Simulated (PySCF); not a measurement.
These are B3LYP-D3(BJ)/def2-TZVP // B3LYP-D3(BJ)/def2-SVP (PySCF) values and carry that method's errors. Isolated molecules, 0 K electronic values unless said otherwise. B3LYP has the VWN-RPA correlation part, as in Gaussian. 

Reference species (SMILES): `N` (neutral, multiplicity 1).

```yaml
HOMO: -7.45 eV
dipole_moment: 1.78 D
HOMO–LUMO gap: 8.03 eV
```

Changed species: `COC` (free base O(CH3)2; the reference has free base NH3).

Predict the effect on the HOMO, dipole moment and HOMO–LUMO gap.

the HOMO rises by 0.24 eV, to -7.21 eV; the dipole moment drops by 0.59 D, to 1.19 D; the HOMO–LUMO gap rises by 0.19 eV, to 8.22 eV.
